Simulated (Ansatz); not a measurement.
# r2SCAN0/def2-TZVPP run of H2O2 (hydrogen peroxide)

Aim: the energy change on altering one bond length of H2O2 (hydrogen peroxide) at r2SCAN0/def2-TZVPP, from 2 runs. 

The calculation is run with Ansatz 0.2.0.

38 further runs of the same task are left out: 38 set aside as unsound or not needed.

### 1 The system as given

H2O2: 4 atoms, total charge 0, spin state singlet. As SMILES, `OO`. The coordinates come from a PBE0-D4/def2-TZVP relaxation.

Bond lengths: O1–O2 1.426 Å, O1–H3 0.965 Å, O2–H4 0.965 Å. Angles: O1–O2–H4 101.1°, O2–O1–H3 101.1°.

### 2 The energy at r2SCAN0/def2-TZVPP

in.yaml

```yaml
crystal:
  periodic: [false, false, false]
  atoms:
    - {symbol: O, position_ang: [-0.486800, -0.581100, 0.030600]}
    - {symbol: O, position_ang: [0.048300, 0.728400, 0.206900]}
    - {symbol: H, position_ang: [0.186400, -1.117000, 0.467400]}
    - {symbol: H, position_ang: [0.252100, 0.969800, -0.704900]}
basis:
  gaussian:
    orbitals: def2-TZVPP
accuracy: high
hamiltonian:
  xc: {name: r2SCAN0}
output:
  orbitals: {seedname: orbitals}
```

Started as:

```
$ ansatz run in.yaml --threads 1 --pin off --max-ram 3480MiB --events-out events.jsonl --progress --plain --runs-dir runs
```

Output:

```text
Warning: RAYON_NUM_THREADS=1 ignored (pool sized by the plan → 1); use --threads N
Functional definition: r2SCAN0
  name "r2SCAN0"
  parameter a = 0.25
  parameter k0 = 0.174
  parameter k1 = 0.065
  parameter a1 = 4.9479
  exchange = (1 - a)*r2scan_x(k0 = k0, k1 = k1, a1 = a1) + a*exact_x
  correlation = r2scan_c
1537 factors; integrals over basis functions are off by at most 3.6e-9 eV
mean field evaluation 1: about -4120.9752 eV, gradient 3.5e1 eV
mean field evaluation 2: about -4120.7580 eV, gradient 3.7e1 eV
mean field evaluation 4: about -4122.9308 eV, gradient 2.9e-1 eV
mean field evaluation 8: about -4122.9299 eV, gradient 3.8e-3 eV
mean field evaluation 16: about -4122.9299 eV, gradient 3.2e-7 eV
mean field -4122.92994895 eV, -151.5148810017 hartree, gradient 4.7e-8 eV, S^2 0.000000; 0 other end points of the search recorded, 0 dependent functions left out
reference -4122.92994935 eV, -151.5148810162 hartree; 9, 9 occupied and 81, 81 virtual orbitals, 1537 factors
Total energy: -4122.92994935 eV, -151.5148810162 hartree
```

Wall time 4.5 s (1 thread of Arm Neoverse V2, shared host); peak memory 0.21 GiB.

### 3 The distorted shape at the same level

molecule.yaml

```yaml
crystal:
  periodic: [false, false, false]
  atoms:
    - {symbol: O, position_ang: [-1.025388, -0.152357, -0.318858]}
    - {symbol: O, position_ang: [-0.490288, 1.157143, -0.142558]}
    - {symbol: H, position_ang: [0.186400, -1.117000, 0.467400]}
    - {symbol: H, position_ang: [-0.286488, 1.398543, -1.054358]}
basis:
  gaussian: {orbitals: def2-TZVPP}
hamiltonian: {xc: {name: r2SCAN0}}
accuracy: high
output: {orbitals: {seedname: orbitals}}
```

Started as:

```
$ ansatz run molecule.yaml --threads 1 --pin off --max-ram 3480MiB --events-out events.jsonl --progress --plain --runs-dir runs
```

Output:

```text
Warning: RAYON_NUM_THREADS=1 ignored (pool sized by the plan → 1); use --threads N
Functional definition: r2SCAN0
  name "r2SCAN0"
  parameter a = 0.25
  parameter k0 = 0.174
  parameter k1 = 0.065
  parameter a1 = 4.9479
  exchange = (1 - a)*r2scan_x(k0 = k0, k1 = k1, a1 = a1) + a*exact_x
  correlation = r2scan_c
1514 factors; integrals over basis functions are off by at most 3.6e-9 eV
mean field evaluation 1: about -4114.9930 eV, gradient 4.1e1 eV
mean field evaluation 2: about -4102.0264 eV, gradient 8.1e1 eV
mean field evaluation 4: about -4118.9671 eV, gradient 7.0e0 eV
mean field evaluation 8: about -4119.0736 eV, gradient 1.3e-1 eV
mean field evaluation 16: about -4119.0736 eV, gradient 4.4e-5 eV
mean field -4119.07360028 eV, -151.3731628017 hartree, gradient 4.7e-8 eV, S^2 0.000000; 0 other end points of the search recorded, 0 dependent functions left out
reference -4119.07360073 eV, -151.3731628184 hartree; 9, 9 occupied and 81, 81 virtual orbitals, 1514 factors
Total energy: -4119.07360073 eV, -151.3731628184 hartree
```

Run time: 4.5 s. Hardware: 1 thread of Arm Neoverse V2, shared host; peak memory 0.21 GiB.

### 4 Outcome

Level: r2SCAN0/def2-TZVPP.

| quantity | value |
| --- | --- |
| first shape: total energy | -151.51488 Eh |
| first shape: HOMO energy | -8.43 eV |
| first shape: LUMO energy | 1.07 eV |
| first shape: HOMO–LUMO gap | 9.50 eV |
| distorted shape: total energy | -151.37316 Eh |
| distorted shape: HOMO energy | -8.13 eV |
| distorted shape: LUMO energy | -3.54 eV |
| distorted shape: HOMO–LUMO gap | 4.60 eV |
| energy change with the O1–H3 bond stretched from 0.965 to 1.737 Å | 3.856 eV |

With the O1–H3 bond stretched from 0.965 to 1.737 Å the energy rises by 3.86 eV (89 kcal/mol). The first shape isn't relaxed at this level, so the change isn't measured from a minimum. A restricted reference can't describe the breaking bond well at this length.
